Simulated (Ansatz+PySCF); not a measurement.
Values are calculated unless marked as measured or tabulated.
## Several solutions for singlet C₂

```xyz
2

C     0.0000    0.0000   -0.9735
C     0.0000    0.0000    0.9735
```

Basis set: 6-31G (spherical functions). Charge 0, multiplicity 1.

PBE0 (unrestricted) was run from several starts with Ansatz (development build ahead of 0.2.0) and PySCF 2.14.0.

| run | program | start | converged | energy (hartree) | <S²> |
| --- | --- | --- | --- | --- | --- |
| A | PySCF | program defaults | yes | -75.66072 | 1.00 |
| B | Ansatz | stability test followed | yes | -75.66095 | 1.00 |
| C | Ansatz | atomic start, no search | yes | -75.63203 | 0.00 |
| D | Ansatz | stability test followed | yes | -75.66096 | 1.00 |
| E | Ansatz | search for the lowest state | yes | -75.66095 | 1.00 |
| F | Ansatz | search for the lowest state | yes | -75.66096 | 1.00 |

Task: Which runs reached the lowest solution of this kind, and what is wrong with the others?

Result: A, B, D, E, F reached the lowest solution found or ended within 0.01 eV of it (a small difference can mark another solution nearby). Converged but too high: C by 0.79 eV. Convergence only shows a stationary point, and even a stable one can lie too high; stability tests and further starts are what find lower ones. Caution: the unrestricted determinant is a mixture of spin states.
